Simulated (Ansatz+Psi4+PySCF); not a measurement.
triplet NH: levels of theory in one basis

```xyz
2

N     0.0000    0.0000    0.1299
H     0.0000    0.0000   -1.9489
```

Basis set: cc-pVTZ (spherical functions). Left uncorrelated: 1 orbital. Correlation on ROHF uses semicanonical orbitals with singles. Charge 0, multiplicity 3.

Computed with Ansatz (development build ahead of 0.2.0); each method stands on the lowest determinant of its kind that the runs found.

```json
{"method": "ROHF", "E − E(ROHF) (eV)": "0.00", "<S²> of the determinant": "2.00"}
{"method": "UHF", "E − E(ROHF) (eV)": "-3.04", "<S²> of the determinant": "2.91"}
{"method": "UHF-MP2", "E − E(ROHF) (eV)": "-5.77", "<S²> of the determinant": "2.91"}
{"method": "ROHF-CCSD", "E − E(ROHF) (eV)": "-6.18", "<S²> of the determinant": "–"}
{"method": "UHF-CCSD", "E − E(ROHF) (eV)": "-6.31", "<S²> of the determinant": "2.91"}
{"method": "ROHF-CCSD(T)", "E − E(ROHF) (eV)": "-6.45", "<S²> of the determinant": "–"}
{"method": "UHF-CCSD(T)", "E − E(ROHF) (eV)": "-6.42", "<S²> of the determinant": "2.91"}
```

(1) What does ROHF-MP2 give on the same scale?

## Answers

(1) -4.66 eV.

The restricted and unrestricted rows may stand on different electronic states: another unrestricted solution lies nearer the restricted one.

Caution for ROHF, ROHF-MP2, ROHF-CCSD, ROHF-CCSD(T): an unrestricted determinant lies well below. Caution for UHF, UHF-MP2, UHF-CCSD, UHF-CCSD(T): the unrestricted determinant is a mixture of spin states; the determinant may break the point group. Caution for ROHF-MP2, ROHF-CCSD, ROHF-CCSD(T): large amplitudes, a single reference is doubtful. Caution for ROHF-CCSD, ROHF-CCSD(T): the amplitudes may be one of several solutions.
